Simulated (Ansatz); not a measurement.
We consider hcp Zr, described by PBEsol in Ansatz (plane waves, PAW).

A relaxed, unreconstructed slab of the (11-20) face has 16 atoms, two equal faces of 28.239 Å² each and an energy of -66051.6866 eV. A bulk cell of 4 atoms with the same orientation and in-plane k mesh has -16514.5426 eV. Energies are extrapolated to zero smearing.

Numerical settings: plane-wave cutoff 500 eV, 12×10×1 k mesh (along the axes of the cell as run), Fermi–Dirac smearing 0.1 eV, scalar-relativistic PAW data made under PBE.

Worked out: γ = (E_slab − N E_bulk per atom)/2A = [-66051.6866 − 16 × (-16514.5426/4)]/(2 × 28.239) = 0.1148 eV/Å². With 16.022 J/m² per eV/Å² this is 1.84 J/m², or 3.24 eV per surface cell and face.

Note: the run warned of electron density left in the vacuum.

Ansatz is an electronic-structure program.
